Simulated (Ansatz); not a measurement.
Ansatz (a quantum-chemistry and plane-wave program) input (MP2/3-21G): The .json file is the Basis Set Exchange's 3-21G.

Ansatz 0.2 input:
```yaml
crystal:
  periodic: [false, false, false]
  atoms:
    - {symbol: C, position_ang: [-0.00000000, -0.00000000, -0.63014053]}
    - {symbol: N, position_ang: [0.00000000, 0.00000000, 0.54012046]}
basis:
  gaussian:
    orbitals: 3-21G.json
total_charge: -1
magnetization: {spin_polarized: false}
correlation: {method: mp2, electrons: outside_noble_gas}
```

From the last part of the output:

```
WARN ansatz: RAYON_NUM_THREADS=1 ignored (pool sized by the plan → 1); use --threads N
Functional definition: HF
integrals: 0.00 GiB planned
262 factors; integrals over basis functions are off by at most 3.7e-4 eV
mean field: 0.04 GiB planned
mean field evaluation 1: about -2496.1624 eV, gradient 1.3e1 eV
mean field evaluation 2: about -2496.1690 eV, gradient 1.3e1 eV
mean field evaluation 4: about -2496.6314 eV, gradient 2.3e0 eV
mean field evaluation 8: about -2496.6423 eV, gradient 2.2e-5 eV
mean field -2496.64227675 eV, -91.7499113855 hartree, gradient 3.7e-6 eV, S^2 0.000000; 0 other end points of the search recorded, 0 dependent functions left out
2 core orbitals not correlated
reference -2496.64227675 eV, -91.7499113855 hartree; 5, 5 occupied and 11, 11 virtual orbitals, 262 factors
second order -5.25343363 eV of doubles, -0.00000000 eV of singles
Total energy: -2501.89571037 eV, -91.9429715103 hartree
```

The dipole moment of an ion depends on the origin.
